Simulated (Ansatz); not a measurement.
# TA phonon frequency at L of rock-salt SrO at several levels of theory

No measured value is used here.

```csv
level (code),value (cm⁻¹),cell (Å³/atom)
LDA (Ansatz),111,16.23
PBE (Ansatz),99,17.52
r²SCAN (Ansatz),107,17.17
B3LYP (VWN-RPA form) (Ansatz),101,17.58
HSE06 (Ansatz),104,17.11
r²SCAN0 (Ansatz),110,16.94
Hartree–Fock (Ansatz),107,17.80
```

Each level is taken at its own relaxed cell. Cutoffs differ between the levels. Ansatz's density-functional and Hartree–Fock values are scalar-relativistic unless marked +SOC, with PAW data made under PBE.

Ansatz is a quantum-chemistry and plane-wave program.
